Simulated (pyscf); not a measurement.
Four-centre exchange: H₂N–SiH₂–Cl (SMILES N[SiH2]Cl) + HF (SMILES F) → H₂N–SiH₂–Cl (SMILES N[SiH2]Cl) + HF (SMILES F)

Gas phase, singlet surface, charge 0. Bonds broken: N1–H9, H4–F8. Bonds formed: N1–H4, F8–H9. PySCF, gas phase, ωB97X-D3(BJ)/def2-SVP geometries.

Transition state (Å):

```xyz
9

N     -1.4801    -0.0856    -0.2891
Si     0.2436     0.0222     0.0823
Cl     1.1157    -1.7961    -0.3176
H     -1.7492     0.0136    -1.4035
H     -2.0677    -0.7356     0.2318
H      0.8058     1.0631    -0.8001
H      0.4265     0.3152     1.5230
F     -2.2675     1.2069    -1.8989
H     -1.9858     0.9074    -0.5608
```

One imaginary mode, 1686i cm⁻¹; descent along it reached the two sides named, in the forms told below.

| bond | change | reactant side (Å) | saddle | product side |
|---|---|---|---|---|
| N1–H9 | breaks | 1.020 | 1.147 | 1.761 |
| H4–F8 | breaks | 0.946 | 1.392 | 3.2 |
| N1–H4 | forms | 1.760 | 1.151 | 1.019 |
| F8–H9 | forms | 3.1 | 1.400 | 0.948 |

Electronic energies relative to the separated reactants (kcal/mol):

| level | barrier | reaction energy | reverse barrier |
|---|---|---|---|
| ωB97X-D3(BJ)/def2-TZVP | 30.8 | 0.0 | 30.8 |
| PBE/def2-TZVP | 23.8 | 0.0 | 23.8 |
| r²SCAN/def2-TZVP | 27.0 | 0.0 | 27.0 |
| B3LYP-D3(BJ)/def2-TZVP | 28.8 | 0.0 | 28.8 |
| PBE0-D3(BJ)/def2-TZVP | 28.1 | 0.0 | 28.1 |
| M06-2X/def2-TZVP | 32.3 | 0.0 | 32.3 |
| ωB97M-D3(BJ)/def2-TZVP | 30.7 | 0.0 | 30.7 |
| HF/def2-TZVP | 48.2 | 0.0 | 48.2 |

With ωB97M-D3(BJ)/def2-TZVP energies and thermal terms (ideal gas, 1 atm, RRHO with modes under 100 cm⁻¹ raised to 100, one conformer, R ln 2 for chiral ones without a mode under 150 cm⁻¹), in kcal/mol:

| T (K) | ΔH‡ | ΔG‡ | ΔH | ΔG |
|---|---|---|---|---|
| 298 | 29.4 | 39.2 | 0.0 | 0.0 |
| 600 | 28.7 | 49.5 | 0.0 | 0.0 |
| 900 | 28.7 | 59.9 | 0.0 | 0.0 |
| 1200 | 29.1 | 70.3 | 0.0 | 0.0 |

On the reactant side the descent ends in a complex, 7.0 kcal/mol under the separated species and 37.8 kcal/mol under the saddle at ωB97X-D3(BJ)/def2-TZVP. On the product side the descent ends in a bound adduct, 8.9 kcal/mol under the separated species and 39.7 kcal/mol under the saddle at ωB97X-D3(BJ)/def2-TZVP. The same reactants have a lower exit, to NH₃ + F–SiH₂–Cl (barrier +10.5 kcal/mol at ωB97M-D3(BJ)/def2-TZVP, against +30.7 kcal/mol here). One saddle was located; it need not be the lowest between these sides.
